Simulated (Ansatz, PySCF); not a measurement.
Pair of molecules: CH4 (SMILES C) (first 5 atoms) with CH4 (SMILES C); geometry from S22 set.
(charge 0, multiplicity 1):
```csv
atom,x (Å),y (Å),z (Å)
C,0.0000,-0.0001,1.8592
H,-0.8886,0.5131,1.4947
H,0.8886,0.5131,1.4947
H,0.0000,-1.0263,1.4949
H,0.0000,0.0001,2.9483
C,0.0000,0.0001,-1.8592
H,0.0000,-0.0001,-2.9483
H,-0.8886,-0.5131,-1.4947
H,0.8886,-0.5131,-1.4947
H,0.0000,1.0263,-1.4949
```

Monomers are frozen at their geometry in the pair; levels with a basis set take the counterpoise correction. Rows marked so take none.

Frozen-core correlation. Rows in 6-31G* carry no dispersion term and start afresh at each structure (6-31G* with six Cartesian d functions).

Programs: Ansatz (Gaussian orbitals); PySCF for 6-31G* rows, M06-2X, the dispersion terms. 

| level | interaction energy (kcal/mol) |
|---|---|
| HF/aug-cc-pVDZ | 0.36 |
| r2SCAN/def2-TZVPPD | -0.27 |
| B3LYP/6-31G* (no counterpoise) | 0.21 |
| PBE0-D4/def2-TZVPPD | -0.57 |
| BHLYP-D3(BJ)/def2-TZVPPD | [?] |
| BHLYP-D4/def2-TZVPPD | [?] |
| M06-2X/def2-TZVPPD | -0.40 |
| MP2/aug-cc-pVDZ | -0.39 |
| CCSD(T)/aug-cc-pVDZ | -0.43 |

Q: Fill in the missing entries.

A: 
- BHLYP-D3(BJ)/def2-TZVPPD, interaction energy (kcal/mol): -0.52
- BHLYP-D4/def2-TZVPPD, interaction energy (kcal/mol): -0.47

Ansatz is a program for electronic structure.
